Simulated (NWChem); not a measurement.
System: Si anion, quartet

NWChem input:

```
start job
memory heap 200 mb stack 900 mb global 1100 mb
charge -1
geometry units angstroms noautoz
  Si     0.000000     0.000000     0.000000
end
basis spherical
  * library 6-31+g*
end
dft
  odft
  mult 4
  xc mpw1k
  iterations 150
  mulliken
end
task dft energy
```

No stability test was run on the SCF state.

Give the results of this calculation. (MPW1K/6-31+G* (spherical d), spin-unrestricted.) Quantities: energy (Ha); highest occupied level (eV); lowest empty minus highest occupied level, either spin (eV); <S²>.


| Property | Value |
|---|---|
| energy (Ha) | -289.41 |
| highest occupied level (eV) | -0.14 |
| lowest empty minus highest occupied level, either spin (eV) | 4.34 |
| <S²> | 3.75 |
